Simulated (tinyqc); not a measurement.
UHF in the sto-3g basis, for LiH+, spin multiplicity 2, step by step. Computed by tinyqc, a small Python program that keeps every step (integrals from PySCF). Settings: charge = 1, multiplicity = 2, basis = sto-3g, energy threshold = 1e-08, iteration cap = 67, orthogonalisation = canonical, start = atomic densities, DIIS depth = 3, method = UHF. Command: `OMP_NUM_THREADS=1 python tinyqc.py 28541 28542 out.jsonl` (the two numbers bound the seeds that draw the settings). One thread of a shared host (Intel(R) Xeon(R) Processor @ 2.60GHz), about 0.1 s of CPU time with the checks. Later iterations appear only in the table of the cycle.

## One-electron integrals

Geometry (angstrom):
```
atom,x,y,z
Li,0.00000,0.00000,0.00000
H,0.00000,0.00000,1.43100
```

Basis sto-3g: exponents (1/bohr^2) and contraction coefficients of normalised primitives:
```
element,l (shell),exponent,coefficient
Li,s (1),16.11958,0.15433
Li,s (1),2.93620,0.53533
Li,s (1),0.79465,0.44463
Li,s (2),0.63629,-0.09997
Li,s (2),0.14786,0.39951
Li,s (2),0.04809,0.70012
Li,p (3),0.63629,0.15592
Li,p (3),0.14786,0.60768
Li,p (3),0.04809,0.39196
H,s (1),3.42525,0.15433
H,s (1),0.62391,0.53533
H,s (1),0.16886,0.44463
```

Overlap, kinetic and nuclear-attraction integrals over the contracted functions; the nuclear repulsion is the sum of Za Zb / Rab.

nuclear repulsion = 1.1093862 hartree

overlap S, lower triangle:
```
,1Li 1s,1Li 2s,1Li 2px,1Li 2py,1Li 2pz,2H 1s
1Li 1s,1.00000
1Li 2s,0.24114,1.00000
1Li 2px,0.00000,0.00000,1.00000
1Li 2py,0.00000,0.00000,0.00000,1.00000
1Li 2pz,0.00000,0.00000,0.00000,0.00000,1.00000
2H 1s,0.09516,0.43743,0.00000,0.00000,0.54004,1.00000
```

kinetic energy T (hartree), lower triangle:
```
,1Li 1s,1Li 2s,1Li 2px,1Li 2py,1Li 2pz,2H 1s
1Li 1s,3.57679
1Li 2s,-0.02024,0.10216
1Li 2px,0.00000,0.00000,0.31968
1Li 2py,0.00000,0.00000,0.00000,0.31968
1Li 2pz,0.00000,0.00000,0.00000,0.00000,0.31968
2H 1s,-0.01745,0.05390,0.00000,0.00000,0.15593,0.76003
```

nuclear attraction V (hartree), lower triangle:
```
,1Li 1s,1Li 2s,1Li 2px,1Li 2py,1Li 2pz,2H 1s
1Li 1s,-8.35268
1Li 2s,-1.05349,-1.51689
1Li 2px,0.00000,0.00000,-1.47184
1Li 2py,0.00000,0.00000,0.00000,-1.47184
1Li 2pz,-0.02009,-0.13084,0.00000,0.00000,-1.57680
2H 1s,-0.41903,-0.85733,0.00000,0.00000,-1.07575,-2.32998
```

core Hamiltonian H = T + V (hartree), lower triangle:
```
,1Li 1s,1Li 2s,1Li 2px,1Li 2py,1Li 2pz,2H 1s
1Li 1s,-4.77589
1Li 2s,-1.07373,-1.41473
1Li 2px,0.00000,0.00000,-1.15216
1Li 2py,0.00000,0.00000,0.00000,-1.15216
1Li 2pz,-0.02009,-0.13084,0.00000,0.00000,-1.25712
2H 1s,-0.43649,-0.80343,0.00000,0.00000,-0.91981,-1.56994
```

## Two-electron integrals

Functions are numbered as in S; the eight-fold symmetry (ij|kl) = (ji|kl) = (kl|ij) leaves the list below.

Two-electron integrals (ij|kl) in chemists' order, unique and non-zero (hartree):
```
i,j,k,l,(ij|kl)
1,1,1,1,1.68040
2,1,1,1,0.26542
2,1,2,1,0.04994
2,2,1,1,0.39773
2,2,2,1,0.09286
2,2,2,2,0.29056
3,1,3,1,0.00898
3,2,3,1,0.01379
3,2,3,2,0.06418
3,3,1,1,0.39664
3,3,2,1,0.09288
3,3,2,2,0.29050
3,3,3,3,0.31295
4,1,4,1,0.00898
4,2,4,1,0.01379
4,2,4,2,0.06418
4,3,4,3,0.01687
4,4,1,1,0.39664
4,4,2,1,0.09288
4,4,2,2,0.29050
4,4,3,3,0.27921
4,4,4,4,0.31295
5,1,5,1,0.00898
5,2,5,1,0.01379
5,2,5,2,0.06418
5,3,5,3,0.01687
5,4,5,4,0.01687
5,5,1,1,0.39664
5,5,2,1,0.09288
5,5,2,2,0.29050
5,5,3,3,0.27921
5,5,4,4,0.27921
5,5,5,5,0.31295
6,1,1,1,0.10273
6,1,2,1,0.01939
6,1,2,2,0.03650
6,1,3,3,0.03607
6,1,4,4,0.03607
6,1,5,1,0.00229
6,1,5,2,0.00434
6,1,5,5,0.03738
6,1,6,1,0.00823
6,2,1,1,0.17896
6,2,2,1,0.04198
6,2,2,2,0.13215
6,2,3,3,0.12617
6,2,4,4,0.12617
6,2,5,1,0.00689
6,2,5,2,0.03673
6,2,5,5,0.14396
6,2,6,1,0.01924
6,2,6,2,0.09122
6,3,3,1,0.00395
6,3,3,2,0.01672
6,3,5,3,0.00614
6,3,6,3,0.00781
6,4,4,1,0.00395
6,4,4,2,0.01672
6,4,5,4,0.00614
6,4,6,4,0.00781
6,5,1,1,0.20502
6,5,2,1,0.04873
6,5,2,2,0.15967
6,5,3,3,0.14933
6,5,4,4,0.14933
6,5,5,1,0.01081
6,5,5,2,0.05617
6,5,5,5,0.18013
6,5,6,1,0.02355
6,5,6,2,0.12225
6,5,6,5,0.16757
6,6,1,1,0.36699
6,6,2,1,0.08775
6,6,2,2,0.29696
6,6,3,3,0.27219
6,6,4,4,0.27219
6,6,5,1,0.01826
6,6,5,2,0.11013
6,6,5,5,0.34596
6,6,6,1,0.04275
6,6,6,2,0.24871
6,6,6,5,0.34855
6,6,6,6,0.77461
```

## Orthogonalisation

S = U s U^T; canonical form X = U s^(-1/2), so that X^T S X = 1. Each column of U has its largest component positive (the first on a tie).

eigenvalues of S: 0.30247  0.79665  1.00000  1.00000  1.16176  1.73912

X:
```
,1,2,3,4,5,6
1Li 1s,0.11616,0.81419,0.00000,0.00000,0.59257,0.18553
1Li 2s,-0.83819,-0.62393,0.00000,0.00000,0.45937,0.36541
1Li 2px,0.00000,0.00000,0.80319,-0.59573,0.00000,0.00000
1Li 2py,0.00000,0.00000,0.59573,0.80319,0.00000,0.00000
1Li 2pz,-0.98523,0.42171,0.00000,0.00000,-0.52346,0.37640
2H 1s,1.27256,-0.15879,0.00000,0.00000,-0.15679,0.51515
```

Within a degenerate level the vectors are fixed only up to a rotation; this is one choice.

## Starting guess

The start is atomic minimal-basis densities projected into this basis (PySCF's MINAO start) and scaled to the electron count of each spin; this density is not idempotent, so its energy is not variational and may lie below the converged one.

D(alpha) at the start, lower triangle:
```
,1Li 1s,1Li 2s,1Li 2px,1Li 2py,1Li 2pz,2H 1s
1Li 1s,1.03738
1Li 2s,-0.11770,0.53598
1Li 2px,0.00000,0.00000,0.00000
1Li 2py,0.00000,0.00000,0.00000,0.00000
1Li 2pz,-0.00406,0.01465,0.00000,0.00000,0.00295
2H 1s,0.00694,0.03189,0.00000,0.00000,0.03331,0.41526
```

D(beta) at the start, lower triangle:
```
,1Li 1s,1Li 2s,1Li 2px,1Li 2py,1Li 2pz,2H 1s
1Li 1s,0.51869
1Li 2s,-0.05885,0.26799
1Li 2px,0.00000,0.00000,0.00000
1Li 2py,0.00000,0.00000,0.00000,0.00000
1Li 2pz,-0.00203,0.00732,0.00000,0.00000,0.00147
2H 1s,0.00347,0.01595,0.00000,0.00000,0.01665,0.20763
```

## Iteration 1: building the Fock matrix

J_ij = sum D_kl (ij|kl) with D = D(alpha) + D(beta), K_ij = sum D_kl (ik|jl) for each spin; F = H + J - K(s); E = tr D H + tr D J / 2 - 0.5 sum_s tr D(s) K(s) + E_nn.

Coulomb J (hartree), lower triangle:
```
,1Li 1s,1Li 2s,1Li 2px,1Li 2py,1Li 2pz,2H 1s
1Li 1s,3.11095
1Li 2s,0.53439,1.03532
1Li 2px,0.00000,0.00000,1.01647
1Li 2py,0.00000,0.00000,0.00000,1.01647
1Li 2pz,0.01366,0.08047,0.00000,0.00000,1.06738
2H 1s,0.21367,0.54831,0.00000,0.00000,0.67935,1.32699
```

exchange K(alpha) (hartree), lower triangle:
```
,1Li 1s,1Li 2s,1Li 2px,1Li 2py,1Li 2pz,2H 1s
1Li 1s,1.71376
1Li 2s,0.28470,0.23521
1Li 2px,0.00000,0.00000,0.04530
1Li 2py,0.00000,0.00000,0.00000,0.04530
1Li 2pz,0.01443,0.06884,0.00000,0.00000,0.12671
2H 1s,0.13089,0.20867,0.00000,0.00000,0.19355,0.41812
```

exchange K(beta) (hartree), lower triangle:
```
,1Li 1s,1Li 2s,1Li 2px,1Li 2py,1Li 2pz,2H 1s
1Li 1s,0.85688
1Li 2s,0.14235,0.11761
1Li 2px,0.00000,0.00000,0.02265
1Li 2py,0.00000,0.00000,0.00000,0.02265
1Li 2pz,0.00722,0.03442,0.00000,0.00000,0.06336
2H 1s,0.06544,0.10434,0.00000,0.00000,0.09678,0.20906
```

F(alpha) (hartree), lower triangle:
```
,1Li 1s,1Li 2s,1Li 2px,1Li 2py,1Li 2pz,2H 1s
1Li 1s,-3.37870
1Li 2s,-0.82404,-0.61462
1Li 2px,0.00000,0.00000,-0.18098
1Li 2py,0.00000,0.00000,0.00000,-0.18098
1Li 2pz,-0.02086,-0.11921,0.00000,0.00000,-0.31645
2H 1s,-0.35370,-0.46379,0.00000,0.00000,-0.43402,-0.66108
```

F(beta) (hartree), lower triangle:
```
,1Li 1s,1Li 2s,1Li 2px,1Li 2py,1Li 2pz,2H 1s
1Li 1s,-2.52182
1Li 2s,-0.68169,-0.49701
1Li 2px,0.00000,0.00000,-0.15833
1Li 2py,0.00000,0.00000,0.00000,-0.15833
1Li 2pz,-0.01365,-0.08479,0.00000,0.00000,-0.25309
2H 1s,-0.28826,-0.35946,0.00000,0.00000,-0.33724,-0.45202
```

total energy of this density = -6.3008326 hartree

This density is the starting one; it is not idempotent, so its energy is not variational and may lie below the converged one.

## Iteration 1: diagonalisation and new density

Diagonalise F' = X^T F X, C = X C', fill 2 alpha and 1 beta electrons from the bottom; D(s) = C_occ C_occ^T. Each column has its largest component positive (the first on a tie).

F' = X^T F X (alpha) (hartree), lower triangle:
```
,1,2,3,4,5,6
1,0.08638
2,-0.12350,-1.60866
3,0.00000,0.00000,-0.18098
4,0.00000,0.00000,0.00000,-0.18098
5,-0.01709,-1.40293,0.00000,0.00000,-1.73613
6,-0.13169,-0.54488,0.00000,0.00000,-0.64620,-0.97661
```

orbital energies (alpha) (hartree): MO1 -3.37909, MO2 -0.69430, MO3 -0.28208, MO4 -0.18098, MO5 -0.18098, MO6 0.12044

coefficients C (alpha):
```
,MO1,MO2,MO3,MO4,MO5,MO6
1Li 1s,0.99903,-0.16317,-0.18498,0.00000,0.00000,0.05529
1Li 2s,-0.00072,0.35818,0.90602,0.00000,0.00000,-0.69802
1Li 2px,0.00000,0.00000,0.00000,0.84746,-0.53086,0.00000
1Li 2py,0.00000,0.00000,0.00000,0.53086,0.84746,0.00000
1Li 2pz,0.00168,0.21183,-0.45795,0.00000,0.00000,-1.14439
2H 1s,0.01123,0.68981,-0.31386,0.00000,0.00000,1.16624
```

F' = X^T F X (beta) (hartree), lower triangle:
```
,1,2,3,4,5,6
1,0.16220
2,-0.08871,-1.14531
3,0.00000,0.00000,-0.15833
4,0.00000,0.00000,0.00000,-0.15833
5,-0.00731,-1.02503,0.00000,0.00000,-1.34276
6,-0.05596,-0.42226,0.00000,0.00000,-0.51341,-0.74786
```

orbital energies (beta) (hartree): MO1 -2.52470, MO2 -0.50346, MO3 -0.22149, MO4 -0.15833, MO5 -0.15833, MO6 0.17592

coefficients C (beta):
```
,MO1,MO2,MO3,MO4,MO5,MO6
1Li 1s,0.99063,-0.18868,-0.20318,0.00000,0.00000,0.06107
1Li 2s,0.03197,0.41382,0.85985,0.00000,0.00000,-0.72443
1Li 2px,0.00000,0.00000,0.00000,-0.41590,0.90941,0.00000
1Li 2py,0.00000,0.00000,0.00000,0.90941,0.41590,0.00000
1Li 2pz,0.00253,0.28736,-0.52778,0.00000,0.00000,-1.09685
2H 1s,0.01021,0.60345,-0.24564,0.00000,0.00000,1.22882
```

D(alpha) after iteration 1, lower triangle:
```
,1Li 1s,1Li 2s,1Li 2px,1Li 2py,1Li 2pz,2H 1s
1Li 1s,1.02469
1Li 2s,-0.05916,0.12829
1Li 2px,0.00000,0.00000,0.00000
1Li 2py,0.00000,0.00000,0.00000,0.00000
1Li 2pz,-0.03289,0.07587,0.00000,0.00000,0.04487
2H 1s,-0.10134,0.24707,0.00000,0.00000,0.14614,0.47597
```

D(beta) after iteration 1, lower triangle:
```
,1Li 1s,1Li 2s,1Li 2px,1Li 2py,1Li 2pz,2H 1s
1Li 1s,0.98136
1Li 2s,0.03167,0.00102
1Li 2px,0.00000,0.00000,0.00000
1Li 2py,0.00000,0.00000,0.00000,0.00000
1Li 2pz,0.00251,0.00008,0.00000,0.00000,0.00001
2H 1s,0.01011,0.00033,0.00000,0.00000,0.00003,0.00010
```

Within a degenerate level the vectors are fixed only up to a rotation; this is one choice.

## Iteration 2: building the Fock matrix

As before.

Coulomb J (hartree), lower triangle:
```
,1Li 1s,1Li 2s,1Li 2px,1Li 2py,1Li 2pz,2H 1s
1Li 1s,3.73005
1Li 2s,0.61913,1.09014
1Li 2px,0.00000,0.00000,1.06975
1Li 2py,0.00000,0.00000,0.00000,1.06975
1Li 2pz,0.01640,0.09515,0.00000,0.00000,1.12395
2H 1s,0.24718,0.58116,0.00000,0.00000,0.71631,1.38685
```

exchange K(alpha) (hartree), lower triangle:
```
,1Li 1s,1Li 2s,1Li 2px,1Li 2py,1Li 2pz,2H 1s
1Li 1s,1.69064
1Li 2s,0.26811,0.19129
1Li 2px,0.00000,0.00000,0.02954
1Li 2py,0.00000,0.00000,0.00000,0.02954
1Li 2pz,0.00511,0.15372,0.00000,0.00000,0.18782
2H 1s,0.11167,0.28526,0.00000,0.00000,0.32220,0.62717
```

exchange K(beta) (hartree), lower triangle:
```
,1Li 1s,1Li 2s,1Li 2px,1Li 2py,1Li 2pz,2H 1s
1Li 1s,1.66802
1Li 2s,0.27678,0.05614
1Li 2px,0.00000,0.00000,0.00984
1Li 2py,0.00000,0.00000,0.00000,0.00984
1Li 2pz,0.00314,0.00094,0.00000,0.00000,0.01004
2H 1s,0.11149,0.02304,0.00000,0.00000,0.00333,0.01065
```

F(alpha) (hartree), lower triangle:
```
,1Li 1s,1Li 2s,1Li 2px,1Li 2py,1Li 2pz,2H 1s
1Li 1s,-2.73649
1Li 2s,-0.72271,-0.51587
1Li 2px,0.00000,0.00000,-0.11194
1Li 2py,0.00000,0.00000,0.00000,-0.11194
1Li 2pz,-0.00881,-0.18942,0.00000,0.00000,-0.32098
2H 1s,-0.30097,-0.50753,0.00000,0.00000,-0.52571,-0.81027
```

F(beta) (hartree), lower triangle:
```
,1Li 1s,1Li 2s,1Li 2px,1Li 2py,1Li 2pz,2H 1s
1Li 1s,-2.71387
1Li 2s,-0.73138,-0.38072
1Li 2px,0.00000,0.00000,-0.09225
1Li 2py,0.00000,0.00000,0.00000,-0.09225
1Li 2pz,-0.00684,-0.03664,0.00000,0.00000,-0.14320
2H 1s,-0.30080,-0.24532,0.00000,0.00000,-0.20684,-0.19375
```

total energy of this density = -7.5838838 hartree

## Iteration 2: DIIS over 2 matrices

error matrix X^T (FDS - SDF) X (alpha):
```
,1,2,3,4,5,6
1,0.00000,0.03658,0.00000,0.00000,0.02342,-0.05207
2,-0.03658,0.00000,0.00000,0.00000,0.06152,-0.02737
3,0.00000,0.00000,0.00000,0.00000,0.00000,0.00000
4,0.00000,0.00000,0.00000,0.00000,0.00000,0.00000
5,-0.02342,-0.06152,0.00000,0.00000,0.00000,0.02654
6,0.05207,0.02737,0.00000,0.00000,-0.02654,0.00000
```

B (overlaps of the stored error matrices):
```
,1,2
1,7.0711312e-02,9.4422194e-03
2,9.4422194e-03,2.0294754e-02
```

Minimise |sum c_i e_i|^2 with sum c_i = 1: solve [B -1; -1 0][c; lambda] = [0; -1] with B_ij = tr e_i^T e_j summed over both spins, and take F = sum c_i F_i.

DIIS coefficients: 0.15048  0.84952

extrapolated F(alpha) (hartree), lower triangle:
```
,1Li 1s,1Li 2s,1Li 2px,1Li 2py,1Li 2pz,2H 1s
1Li 1s,-2.83312
1Li 2s,-0.73796,-0.53073
1Li 2px,0.00000,0.00000,-0.12233
1Li 2py,0.00000,0.00000,0.00000,-0.12233
1Li 2pz,-0.01062,-0.17885,0.00000,0.00000,-0.32030
2H 1s,-0.30891,-0.50095,0.00000,0.00000,-0.51191,-0.78782
```

extrapolated F(beta) (hartree), lower triangle:
```
,1Li 1s,1Li 2s,1Li 2px,1Li 2py,1Li 2pz,2H 1s
1Li 1s,-2.68497
1Li 2s,-0.72390,-0.39822
1Li 2px,0.00000,0.00000,-0.10219
1Li 2py,0.00000,0.00000,0.00000,-0.10219
1Li 2pz,-0.00786,-0.04388,0.00000,0.00000,-0.15974
2H 1s,-0.29891,-0.26249,0.00000,0.00000,-0.22646,-0.23261
```

## Iteration 2: diagonalisation and new density

As before.

F' = X^T F X (alpha) (hartree), lower triangle:
```
,1,2,3,4,5,6
1,0.11391
2,-0.07295,-1.27578
3,0.00000,0.00000,-0.12233
4,0.00000,0.00000,0.00000,-0.12233
5,0.01374,-1.21071,0.00000,0.00000,-1.47759
6,-0.18390,-0.42813,0.00000,0.00000,-0.50147,-1.01975
```

orbital energies (alpha) (hartree): MO1 -2.83467, MO2 -0.80773, MO3 -0.17524, MO4 -0.12233, MO5 -0.12233, MO6 0.15843

coefficients C (alpha):
```
,MO1,MO2,MO3,MO4,MO5,MO6
1Li 1s,0.99377,-0.15323,-0.21548,0.00000,0.00000,-0.06695
1Li 2s,0.01992,0.23977,0.93028,0.00000,0.00000,0.71630
1Li 2px,0.00000,0.00000,0.00000,-0.26803,0.96341,0.00000
1Li 2py,0.00000,0.00000,0.00000,0.96341,0.26803,0.00000
1Li 2pz,0.00103,0.20374,-0.44463,0.00000,0.00000,1.15109
2H 1s,0.01131,0.76682,-0.23869,0.00000,0.00000,-1.13556
```

F' = X^T F X (beta) (hartree), lower triangle:
```
,1,2,3,4,5,6
1,0.26199
2,-0.09555,-1.16041
3,0.00000,0.00000,-0.10219
4,0.00000,0.00000,0.00000,-0.10219
5,-0.03289,-1.12046,0.00000,0.00000,-1.38828
6,-0.00728,-0.50481,0.00000,0.00000,-0.58560,-0.58507
```

orbital energies (beta) (hartree): MO1 -2.68756, MO2 -0.30393, MO3 -0.15130, MO4 -0.10219, MO5 -0.10219, MO6 0.27103

coefficients C (beta):
```
,MO1,MO2,MO3,MO4,MO5,MO6
1Li 1s,0.99155,-0.19492,-0.19390,0.00000,0.00000,0.05665
1Li 2s,0.03063,0.50541,0.80354,0.00000,0.00000,-0.73099
1Li 2px,0.00000,0.00000,0.00000,0.92286,-0.38515,0.00000
1Li 2py,0.00000,0.00000,0.00000,0.38515,0.92286,0.00000
1Li 2pz,0.00091,0.35529,-0.59727,0.00000,0.00000,-1.03983
2H 1s,0.00559,0.49069,-0.19824,0.00000,0.00000,1.28627
```

D(alpha) after iteration 2, lower triangle:
```
,1Li 1s,1Li 2s,1Li 2px,1Li 2py,1Li 2pz,2H 1s
1Li 1s,1.01105
1Li 2s,-0.01694,0.05789
1Li 2px,0.00000,0.00000,0.00000
1Li 2py,0.00000,0.00000,0.00000,0.00000
1Li 2pz,-0.03020,0.04887,0.00000,0.00000,0.04151
2H 1s,-0.10625,0.18409,0.00000,0.00000,0.15624,0.58813
```

D(beta) after iteration 2, lower triangle:
```
,1Li 1s,1Li 2s,1Li 2px,1Li 2py,1Li 2pz,2H 1s
1Li 1s,0.98317
1Li 2s,0.03037,0.00094
1Li 2px,0.00000,0.00000,0.00000
1Li 2py,0.00000,0.00000,0.00000,0.00000
1Li 2pz,0.00090,0.00003,0.00000,0.00000,0.00000
2H 1s,0.00555,0.00017,0.00000,0.00000,0.00001,0.00003
```

Within a degenerate level the vectors are fixed only up to a rotation; this is one choice.

## Iteration 7 (converged): orbitals

converged F(alpha) (hartree), lower triangle:
```
,1Li 1s,1Li 2s,1Li 2px,1Li 2py,1Li 2pz,2H 1s
1Li 1s,-2.73734
1Li 2s,-0.73187,-0.48162
1Li 2px,0.00000,0.00000,-0.10703
1Li 2py,0.00000,0.00000,0.00000,-0.10703
1Li 2pz,-0.00359,-0.16729,0.00000,0.00000,-0.32821
2H 1s,-0.30100,-0.48044,0.00000,0.00000,-0.53656,-0.83166
```

converged F(beta) (hartree), lower triangle:
```
,1Li 1s,1Li 2s,1Li 2px,1Li 2py,1Li 2pz,2H 1s
1Li 1s,-2.72786
1Li 2s,-0.73102,-0.37890
1Li 2px,0.00000,0.00000,-0.09493
1Li 2py,0.00000,0.00000,0.00000,-0.09493
1Li 2pz,-0.00347,-0.02770,0.00000,0.00000,-0.13494
2H 1s,-0.29741,-0.23112,0.00000,0.00000,-0.18459,-0.13205
```

As before.

F' = X^T F X (alpha) (hartree), lower triangle:
```
,1,2,3,4,5,6
1,0.10773
2,-0.05553,-1.19780
3,0.00000,0.00000,-0.10703
4,0.00000,0.00000,0.00000,-0.10703
5,0.03182,-1.17478,0.00000,0.00000,-1.45191
6,-0.22844,-0.42824,0.00000,0.00000,-0.46112,-1.01799
```

orbital energies (alpha) (hartree): MO1 -2.73978, MO2 -0.83500, MO3 -0.15354, MO4 -0.10703, MO5 -0.10703, MO6 0.16834

coefficients C (alpha):
```
,MO1,MO2,MO3,MO4,MO5,MO6
1Li 1s,0.99173,-0.13820,-0.23103,0.00000,0.00000,-0.07725
1Li 2s,0.02773,0.15010,0.93042,0.00000,0.00000,0.73987
1Li 2px,0.00000,0.00000,0.00000,-0.63165,0.77526,0.00000
1Li 2py,0.00000,0.00000,0.00000,0.77526,0.63165,0.00000
1Li 2pz,-0.00088,0.18783,-0.45150,0.00000,0.00000,1.15112
2H 1s,0.01095,0.82422,-0.16744,0.00000,0.00000,-1.10775
```

F' = X^T F X (beta) (hartree), lower triangle:
```
,1,2,3,4,5,6
1,0.31755
2,-0.10401,-1.17242
3,0.00000,0.00000,-0.09493
4,0.00000,0.00000,0.00000,-0.09493
5,-0.04831,-1.14088,0.00000,0.00000,-1.40230
6,0.03216,-0.52562,0.00000,0.00000,-0.60970,-0.52133
```

orbital energies (beta) (hartree): MO1 -2.73013, MO2 -0.24120, MO3 -0.13902, MO4 -0.09493, MO5 -0.09493, MO6 0.33185

coefficients C (beta):
```
,MO1,MO2,MO3,MO4,MO5,MO6
1Li 1s,0.99217,-0.21661,-0.16802,0.00000,0.00000,0.04926
1Li 2s,0.02918,0.64600,0.70806,0.00000,0.00000,-0.71895
1Li 2px,0.00000,0.00000,0.00000,-0.51962,0.85440,0.00000
1Li 2py,0.00000,0.00000,0.00000,0.85440,0.51962,0.00000
1Li 2pz,-0.00017,0.35270,-0.67781,0.00000,0.00000,-0.99014
2H 1s,0.00363,0.37433,-0.19898,0.00000,0.00000,1.32472
```

D(alpha) after iteration 7, lower triangle:
```
,1Li 1s,1Li 2s,1Li 2px,1Li 2py,1Li 2pz,2H 1s
1Li 1s,1.00263
1Li 2s,0.00675,0.02330
1Li 2px,0.00000,0.00000,0.00000
1Li 2py,0.00000,0.00000,0.00000,0.00000
1Li 2pz,-0.02683,0.02817,0.00000,0.00000,0.03528
2H 1s,-0.10305,0.12402,0.00000,0.00000,0.15480,0.67946
```

D(beta) after iteration 7, lower triangle:
```
,1Li 1s,1Li 2s,1Li 2px,1Li 2py,1Li 2pz,2H 1s
1Li 1s,0.98439
1Li 2s,0.02895,0.00085
1Li 2px,0.00000,0.00000,0.00000
1Li 2py,0.00000,0.00000,0.00000,0.00000
1Li 2pz,-0.00016,0.00000,0.00000,0.00000,0.00000
2H 1s,0.00361,0.00011,0.00000,0.00000,0.00000,0.00001
```

Within a degenerate level the vectors are fixed only up to a rotation; this is one choice.

## Convergence

Stop when the energy changes by less than 1e-08 hartree and every element of the error matrix X^T (F D S - S D F) X (for each spin) is below 3e-05.

Course of the cycle:
```
iteration,E (hartree),change,largest element of the error matrix
1,-6.3008326,-,1.54e-01
2,-7.5838838,-1.28e+00,6.15e-02
3,-7.5977810,-1.39e-02,2.58e-02
4,-7.6007601,-2.98e-03,2.83e-03
5,-7.6007759,-1.58e-05,1.83e-04
6,-7.6007760,-1.39e-07,3.46e-05
7,-7.6007760,-4.15e-09,1.98e-06
```

PySCF UHF in the same basis, after a stability check = -7.6007760 hartree

Converged in 7 iterations.

## Populations, bond orders and dipole

Mulliken: Z minus the diagonal of D S on the atom; Loewdin: the same with S^(1/2) D S^(1/2); Mayer order: 2 sum_s sum (D(s) S)_ij (D(s) S)_ji over the two atoms.

Charges (e):
```
atom,Mulliken,Loewdin,Mulliken spin
1Li,0.80790,0.72528,0.19290
2H,0.19210,0.27472,0.80710
```

Mayer bond orders:
```
pair,order
2-1,0.31170
```

dipole moment about the origin, x y z (debye): 0.00000  0.00000  0.29315

<S^2> of the determinant (pure state: 0.75) = 0.75000
